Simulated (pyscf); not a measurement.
Thermochemistry of product channels of cyclopropane + Br• on the doublet surface, in eV, from ωB97M-D3(BJ)/def2-TZVP energies (ideal gas, 1 atm, RRHO with modes under 100 cm⁻¹ raised to 100, one conformer, R ln 2 for chiral ones without a mode under 150 cm⁻¹). Structures and frequencies: ωB97X-D3(BJ)/def2-SVP in PySCF.

```tsv
products	ΔE	ΔH(298 K)	ΔG(600 K)	ΔG(900 K)
•H₂C–CH(CH₃)–Br	___	-0.66	-0.18	+0.04
•H₂C–CH₂–CH₂–Br	___	-0.46	-0.01	+0.20
```

Question: Fill in the missing entries.

Answer: 
- •H₂C–CH(CH₃)–Br, ΔE: -0.61
- •H₂C–CH₂–CH₂–Br, ΔE: -0.42

The channel to •H₂C–CH(CH₃)–Br turns unfavourable between 298 and 1200 K (ΔG from -0.41 eV to +0.25 eV). The channel to •H₂C–CH₂–CH₂–Br turns unfavourable between 298 and 1200 K (ΔG from -0.23 eV to +0.40 eV).

These are energies of the channels, which say nothing of barriers. cyclopropane lies 0.28 eV over its isomer H₂C=CH–CH₃ (electronic energy, ωB97M-D3(BJ)/def2-TZVP). Left out: orbital degeneracy and the spin-orbit lowering of Br, which is large for Br, Se, Te and I. Elements up to Kr have no core potential and no relativistic terms here.
